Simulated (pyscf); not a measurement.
This saddle point was located with ωB97X-D3(BJ)/def2-SVP in PySCF.

```
In
O 1 1.9892
H 2 0.9645 1 112.41
O 1 1.9939 2 125.27 3 17.39
H 4 0.9647 1 111.63 2 140.69
O 1 2.0893 2 111.89 3 166.76
H 6 0.9660 1 117.58 2 -17.84
H 6 1.4970 7 120.33 1 -96.43
S 8 1.4756 6 143.10 7 124.58
H 9 1.3483 8 94.18 6 84.98
```

Surface: singlet, charge 0. Lowest wavenumbers (cm⁻¹): 460i, 76, 111, 116, 153.

**Question.** What reaction is this the transition state of?

**Answer.** `[OH][In]([OH])[OH]` + `[SH2]` ⇌ `[OH][In]([OH])[SH]` + `[OH2]`, a four-centre exchange read from left to right: In–O, H–S broken and In–S, H–O formed. At ωB97M-D3(BJ)/def2-TZVP it lies -8.0 kcal/mol from the left side and +8.3 kcal/mol from the right (each side as separated species at their lowest minima found). On the reactant side the descent ends in an adduct with a In–S contact, 16.8 kcal/mol under the separated species and 3.9 kcal/mol under the saddle at ωB97X-D3(BJ)/def2-TZVP. On the product side the descent ends in an adduct with a In–O contact (not fully relaxed), 17.8 kcal/mol under the separated species and 24.5 kcal/mol under the saddle at ωB97X-D3(BJ)/def2-TZVP. At ωB97M-D3(BJ) the saddle lies under the separated reactants, which points to a path from their complex (located at ωB97X-D3(BJ) alone). What is counted as formed (In–S) is already present as a longer contact in the reactant adduct; forming that adduct is a step of its own. What is counted as broken (In–O) persists as a longer contact in the product adduct; parting that adduct is a step of its own. At ωB97X-D3(BJ)/def2-TZVP the barrier from the zero used here is -12.8 kcal/mol. This is the saddle that the search found; another between the same sides may lie lower. Elements past Kr carry the def2 core potentials, without spin-orbit coupling.
